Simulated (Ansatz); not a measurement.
# CH5BS: vertical ionisation energy

How much energy removes an electron from CH5BS at fixed geometry? The cation is run at each level and the neutral's energy taken from earlier runs.

Program: Ansatz 0.2.0, Gaussian basis. Level of theory: unrestricted cation, the program's frozen cores in correlated methods. These are calculated values, not measurements.

Plan: UKS PBE-D4/def2-TZVPP; UKS r2SCAN-D4/def2-TZVPP; UKS PBE0-D4/def2-TZVPP; UKS B3LYP-D4/def2-TZVPP; UKS wB97X-V/def2-TZVPP; UKS wB97M-V/def2-TZVPP; UKS B2PLYP/def2-TZVPP; UHF-CCSD(T)/def2-TZVPP; UHF-MP2/def2-QZVPP; extrapolation to the limit; then −ε(HOMO) from the neutral's earlier runs with LDA (SPW92), PBE-D4, revPBE-D4, BLYP-D4, r2SCAN-D4, B97M-V, PBE0-D4, B3LYP-D4, r2SCANh-D4, r2SCAN0-D4, HSE06-D4, BHLYP-D4, CAM-B3LYP-D4, LC-ωPBE, ωB97X-V, ωB97M-V.

## (1) The geometry

An earlier PBE0-D4 in a triple-zeta def2 set relaxation fixed the geometry.

8 atoms, charge 0, spin multiplicity 1.

Atoms are counted from 1 here; the program's logs count them from 0.

Bond lengths: C1–B2 1.558 Å, C1–H4 1.096 Å, C1–H5 1.096 Å, C1–H6 1.092 Å, B2–S3 1.782 Å, B2–H7 1.195 Å, S3–H8 1.343 Å. Angles: B2–C1–H4 109.5°, B2–C1–H5 109.5°, B2–C1–H6 115.2°, H4–C1–H5 105.3°, H4–C1–H6 108.4°, H5–C1–H6 108.4°, C1–B2–S3 119.7°, C1–B2–H7 121.8°, S3–B2–H7 118.5°, B2–S3–H8 98.9°.

## (2) Cation, UKS PBE-D4/def2-TZVPP

Input file in.yaml:

```yaml
crystal:
  periodic: [false, false, false]
  atoms:
    - {symbol: C, position_ang: [-0.632711, 0.847926, -0.265769]}
    - {symbol: B, position_ang: [0.342611, -0.361826, -0.154305]}
    - {symbol: S, position_ang: [0.598103, -1.147999, 1.424469]}
    - {symbol: H, position_ang: [-1.413862, 0.622676, -1.001100]}
    - {symbol: H, position_ang: [-0.096794, 1.714406, -0.670285]}
    - {symbol: H, position_ang: [-1.113267, 1.144572, 0.668322]}
    - {symbol: H, position_ang: [0.932322, -0.785187, -1.103838]}
    - {symbol: H, position_ang: [1.475798, -2.091668, 1.046807]}
basis:
  gaussian: {orbitals: def2-TZVPP}
total_charge: 1
magnetization: {spin_polarized: true, initial_magnetization: 1}
hamiltonian: {xc: pbe, dispersion: d4}
```

After this run come: Cation, UKS r2SCAN-D4/def2-TZVPP; Cation, UKS PBE0-D4/def2-TZVPP; Cation, UKS B3LYP-D4/def2-TZVPP; Cation, UKS wB97X-V/def2-TZVPP; Cation, UKS wB97M-V/def2-TZVPP; Cation, UKS B2PLYP (frozen core)/def2-TZVPP; Cation, UHF-CCSD(T)/def2-TZVPP; Cation, UHF-MP2/def2-QZVPP.

Q: Predict the results of all the runs planned. Wanted: ionisation energy, CCSD(T)/CBS; nearest functional by difference; nearest −ε(HOMO); −ε(HOMO) of PBE; T1 of the cation.

As calculated:

| quantity | value |
| --- | --- |
| ionisation energy, CCSD(T)/CBS | 10.63 eV |
| nearest functional by difference | B3LYP-D4 (-0.13 eV) |
| nearest −ε(HOMO) | LC-ωPBE (+0.18 eV) |
| −ε(HOMO) of PBE | 6.94 eV |
| T1 of the cation | 0.014 |

**Reading.** Energy differences with functionals land within 0.23 eV of the reference. The PBE orbital energy is 3.7 eV too small: a semilocal HOMO is no ionisation energy. Among orbital estimates LC-ωPBE comes nearest. Hartree-Fock falls 1.36 eV short, as the neutral has more correlation energy than the cation.
